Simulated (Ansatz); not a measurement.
## doublet AlF(+): levels of theory in one basis

```xyz
2

Al    0.0000    0.0000   -0.8130
F     0.0000    0.0000    0.8130
```

Basis set: def2-SVP (spherical functions). Correlated methods keep 6 orbitals frozen. Correlation on ROHF uses semicanonical orbitals with singles. Charge 1, multiplicity 2.

Computed with Ansatz (development build ahead of 0.2.0); each method stands on the lowest determinant of its kind that the runs found.

```json
{"method": "ROHF", "E − E(ROHF) (eV)": "0.00", "<S²> of the determinant": "–"}
{"method": "UHF", "E − E(ROHF) (eV)": "-0.01", "<S²> of the determinant": "0.75"}
{"method": "ROHF-MP2", "E − E(ROHF) (eV)": "-5.80", "<S²> of the determinant": "–"}
{"method": "UHF-MP2", "E − E(ROHF) (eV)": "-5.80", "<S²> of the determinant": "0.75"}
{"method": "ROHF-CCSD(T)", "E − E(ROHF) (eV)": "-5.96", "<S²> of the determinant": "–"}
{"method": "UHF-CCSD(T)", "E − E(ROHF) (eV)": "-5.96", "<S²> of the determinant": "0.75"}
```

(1) Is a single determinant a sound starting point here?

## Answers

(1) By this sign, yes. Unrestricted orbitals gain 0.01 eV and <S²> is 0.75 against 0.75 for a pure state.
